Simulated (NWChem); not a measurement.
System: hydrogen peroxide (H$_{2}$O$_{2}$); SMILES OO

The following NWChem deck was run.

```
start job
memory heap 200 mb stack 900 mb global 1100 mb
geometry units angstroms noautoz
  O      0.040794    -0.708066    -0.122099
  O     -0.040790     0.708067    -0.122096
  H     -0.758713    -0.939419     0.370136
  H      0.758709     0.939418     0.370134
end
basis spherical
  * library def2-tzvpd
end
dft
  xc pbe0
  iterations 150
  mulliken
end
task dft energy
```

Parts of the log:

```
             Northwest Computational Chemistry Package (NWChem) 7.3.0
             --------------------------------------------------------

 C2  symmetry detected

                             Geometry "geometry" -> ""
                             -------------------------

 Output coordinates in angstroms (scale by  1.889725989 to convert to a.u.)

  No.       Tag          Charge          X              Y              Z
 ---- ---------------- ---------- -------------- -------------- --------------
    1 O                    8.0000     0.06260444    -0.70647211    -0.05469250
    2 O                    8.0000    -0.06260444     0.70647211    -0.05469250
    3 H                    1.0000    -0.72938515    -0.96236521     0.43754000
    4 H                    1.0000     0.72938515     0.96236521     0.43754000

 Effective nuclear repulsion energy (a.u.)      37.3949740223

      Symmetry information
      --------------------

 Group name             C2
 Group number              4
 Group order               2
 No. of unique centers     2

                                 NWChem DFT Module
                                 -----------------

 Summary of "ao basis" -> "ao basis" (spherical)
 ------------------------------------------------------------------------------
       Tag                 Description            Shells   Functions and Types
 ---------------- ------------------------------  ------  ---------------------
 O                         def2-tzvpd               14       40   6s4p3d1f
 H                         def2-tzvpd                5        9   3s2p

      Symmetry analysis of basis
      --------------------------

        a          49
        b          49

            General Information
            -------------------
          SCF calculation type: DFT
          Wavefunction type:  closed shell.
          No. of atoms     :     4
          No. of electrons :    18
           Alpha electrons :     9
            Beta electrons :     9
          Charge           :     0
          Spin multiplicity:     1
          Use of symmetry is: on ; symmetry adaption is: on
          Maximum number of iterations: 150
          AO basis - number of functions:    98
                     number of shells:    38
          Convergence on energy requested:  1.00D-06
          Convergence on density requested:  1.00D-05
          Convergence on gradient requested:  5.00D-04

              XC Information
              --------------
                         PBE0 Method XC Functional
                     Hartree-Fock (Exact) Exchange  0.250
          PerdewBurkeErnzerhof Exchange Functional  0.750
            Perdew 1991 LDA Correlation Functional  1.000 local
           PerdewBurkeErnz. Correlation Functional  1.000 non-local

             Grid Information
             ----------------
          Grid used for XC integration:  medium
          Radial quadrature: Mura-Knowles
          Angular quadrature: Lebedev.
          Tag              B.-S. Rad. Rad. Pts. Rad. Cut. Ang. Pts.
          ---              ---------- --------- --------- ---------
          O                   0.60       49          10.0       434
          H                   0.35       45           9.0       434
          Grid pruning is: on
          Number of quadrature shells:    94
          Spatial weights used:  Erf1

      Superposition of Atomic Density Guess
      -------------------------------------

 Sum of atomic energies:        -150.56847693

      Non-variational initial energy
      ------------------------------

 Total energy =    -150.808699
 1-e energy   =    -281.234853
 2-e energy   =      93.031181
 HOMO         =      -0.350077
 LUMO         =       0.000326

      Symmetry analysis of molecular orbitals - initial
      -------------------------------------------------

  Numbering of irreducible representations:

     1 a           2 b

  Orbital symmetries:

     1 a           2 b           3 a           4 b           5 a
     6 b           7 a           8 a           9 b          10 b
    11 a          12 b          13 b          14 a          15 a
    16 a          17 b          18 b          19 a

     ---------------------------------------------
      Total Density - Mulliken Population Analysis
     ---------------------------------------------

    Atom       Charge   Shell Charges
 -----------   ------   -------------------------------------------------------
    1 O    8     8.42   0.79  1.18  0.60  0.95  0.27 -0.01  1.81  1.99  0.78  0.02  0.00  0.03  0.01  0.00
    2 O    8     8.42   0.79  1.18  0.60  0.95  0.27 -0.01  1.81  1.99  0.78  0.02  0.00  0.03  0.01  0.00
    3 H    1     0.58   0.21  0.27  0.07  0.04  0.00
    4 H    1     0.58   0.21  0.27  0.07  0.04  0.00

   convergence    iter        energy       DeltaE   RMS-Dens  Diis-err
 ---------------- ----- ----------------- --------- --------- ---------
 d= 0,ls=0.0,diis     1   -151.4276544679 -1.89D+02  4.17D-03  4.24D-01
 d= 0,ls=0.0,diis     2   -151.4542142954 -2.66D-02  1.14D-03  4.09D-02
 d= 0,ls=0.0,diis     3   -151.4571453193 -2.93D-03  4.08D-04  6.28D-03
 d= 0,ls=0.0,diis     4   -151.4575762270 -4.31D-04  1.26D-04  1.09D-03
 d= 0,ls=0.0,diis     5   -151.4576696580 -9.34D-05  1.20D-05  8.09D-06
 d= 0,ls=0.0,diis     6   -151.4576703800 -7.22D-07  1.80D-06  6.57D-08

         Total DFT energy =     -151.457670379977
      One electron energy =     -282.493739419415
           Coulomb energy =      111.337936141996
    Exchange-Corr. energy =      -17.696841124900
 Nuclear repulsion energy =       37.394974022341

 Numeric. integr. density =       17.999999707038

                  Occupations of the irreducible representations
                  ----------------------------------------------

                     irrep           alpha         beta
                     --------     --------     --------
                     a                 5.0          5.0
                     b                 4.0          4.0

                       DFT Final Molecular Orbital Analysis
                       ------------------------------------

 Vector    7  Occ=2.000000D+00  E=-4.506735D-01  Symmetry=a
              MO Center=  5.7D-16,  1.7D-15, -1.5D-01, r^2= 1.2D+00
   Bfn.  Coefficient  Atom+Function         Bfn.  Coefficient  Atom+Function
  ----- ------------  ---------------      ----- ------------  ---------------
     9      0.244138  1 O  pz                49      0.244138  2 O  pz
    12      0.207226  1 O  pz                52      0.207226  2 O  pz
     8      0.200801  1 O  py                48     -0.200801  2 O  py
    11      0.172652  1 O  py                51     -0.172652  2 O  py
    15      0.114574  1 O  pz                55      0.114574  2 O  pz

 Vector    8  Occ=2.000000D+00  E=-3.455286D-01  Symmetry=a
              MO Center=  2.4D-16, -1.4D-15,  3.7D-02, r^2= 1.3D+00
   Bfn.  Coefficient  Atom+Function         Bfn.  Coefficient  Atom+Function
  ----- ------------  ---------------      ----- ------------  ---------------
     7      0.303760  1 O  px                47     -0.303760  2 O  px
    10      0.253470  1 O  px                50     -0.253470  2 O  px
    13      0.170449  1 O  px                53     -0.170449  2 O  px
     9      0.128599  1 O  pz                49      0.128599  2 O  pz
    12      0.114141  1 O  pz                52      0.114141  2 O  pz

 Vector    9  Occ=2.000000D+00  E=-2.986231D-01  Symmetry=b
              MO Center= -5.0D-17, -4.7D-15, -8.2D-02, r^2= 1.2D+00
   Bfn.  Coefficient  Atom+Function         Bfn.  Coefficient  Atom+Function
  ----- ------------  ---------------      ----- ------------  ---------------
     9      0.344136  1 O  pz                49     -0.344136  2 O  pz
    12      0.290644  1 O  pz                52     -0.290644  2 O  pz
    15      0.214199  1 O  pz                55     -0.214199  2 O  pz
     7      0.090987  1 O  px                47      0.090987  2 O  px
     5     -0.083857  1 O  s                 45      0.083857  2 O  s

 Vector   10  Occ=0.000000D+00  E= 7.078782D-03  Symmetry=b
              MO Center= -7.7D-14, -3.7D-14,  2.2D-01, r^2= 6.3D+00
   Bfn.  Coefficient  Atom+Function         Bfn.  Coefficient  Atom+Function
  ----- ------------  ---------------      ----- ------------  ---------------
     6      1.329558  1 O  s                 46     -1.329558  2 O  s
    17      0.742817  1 O  py                57      0.742817  2 O  py
    14      0.590759  1 O  py                54      0.590759  2 O  py
     5      0.573050  1 O  s                 45     -0.573050  2 O  s
     8      0.196219  1 O  py                48      0.196219  2 O  py

 Vector   11  Occ=0.000000D+00  E= 9.784130D-03  Symmetry=a
              MO Center= -1.4D-13,  1.3D-13,  8.5D-01, r^2= 6.3D+00
   Bfn.  Coefficient  Atom+Function         Bfn.  Coefficient  Atom+Function
  ----- ------------  ---------------      ----- ------------  ---------------
     6      1.499524  1 O  s                 46      1.499524  2 O  s
    83     -1.193143  3 H  s                 92     -1.193143  4 H  s
    87     -0.480205  3 H  px                96      0.480205  4 H  px
    89      0.319821  3 H  pz                98      0.319821  4 H  pz
    17     -0.243068  1 O  py                57      0.243068  2 O  py

 Vector   12  Occ=0.000000D+00  E= 5.743669D-02  Symmetry=b
              MO Center=  1.6D-13,  2.7D-14,  2.5D-01, r^2= 8.4D+00
   Bfn.  Coefficient  Atom+Function         Bfn.  Coefficient  Atom+Function
  ----- ------------  ---------------      ----- ------------  ---------------
     6      2.839266  1 O  s                 46     -2.839266  2 O  s
    83     -1.363305  3 H  s                 92      1.363305  4 H  s
    16     -0.692165  1 O  px                56     -0.692165  2 O  px
    17      0.580729  1 O  py                57      0.580729  2 O  py
    87     -0.379600  3 H  px                96     -0.379600  4 H  px

     ---------------------------------------------
      Total Density - Mulliken Population Analysis
     ---------------------------------------------

    Atom       Charge   Shell Charges
 -----------   ------   -------------------------------------------------------
    1 O    8     8.33   0.79  1.18  0.61  0.95  0.32  0.01  1.83  1.85  0.72  0.03  0.00  0.04  0.00  0.00
    2 O    8     8.33   0.79  1.18  0.61  0.95  0.32  0.01  1.83  1.85  0.72  0.03  0.00  0.04  0.00  0.00
    3 H    1     0.67   0.26  0.33  0.03  0.05  0.01
    4 H    1     0.67   0.26  0.33  0.03  0.05  0.01

     -------------------------------------------
      Total Density - Lowdin Population Analysis
     -------------------------------------------

    Atom       Charge   Shell Charges
 -----------   ------   -------------------------------------------------------
    1 O    8     8.09   0.87  1.09  0.55  0.57  0.25  0.07  1.70  1.82  0.74  0.07  0.00  0.08  0.27  0.01
    2 O    8     8.09   0.87  1.09  0.55  0.57  0.25  0.07  1.70  1.82  0.74  0.07  0.00  0.08  0.27  0.01
    3 H    1     0.91   0.25  0.28  0.08  0.15  0.16
    4 H    1     0.91   0.25  0.28  0.08  0.15  0.16

     Multipole analysis of the density
     ---------------------------------

     L   x y z        total         alpha         beta         nuclear
     -   - - -        -----         -----         ----         -------
     0   0 0 0     -0.000000     -9.000000     -9.000000     18.000000

     1   1 0 0     -0.000000     -0.000000     -0.000000      0.000000
     1   0 1 0      0.000000      0.000000      0.000000      0.000000
     1   0 0 1      0.645524      0.322762      0.322762      0.000000

     2   2 0 0     -7.538974     -5.781272     -5.781272      4.023570
     2   1 1 0      2.306883     -0.089676     -0.089676      2.486236
     2   1 0 1      0.000000      0.000000      0.000000      0.000000
     2   0 2 0     -8.168550    -21.650232    -21.650232     35.131913
     2   0 1 1      0.000000      0.000000      0.000000      0.000000
     2   0 0 2     -8.948263     -5.243237     -5.243237      1.538210
```

Level: PBE0/def2-TZVPD. The geometry was optimised at PBE0/def2-SVP.
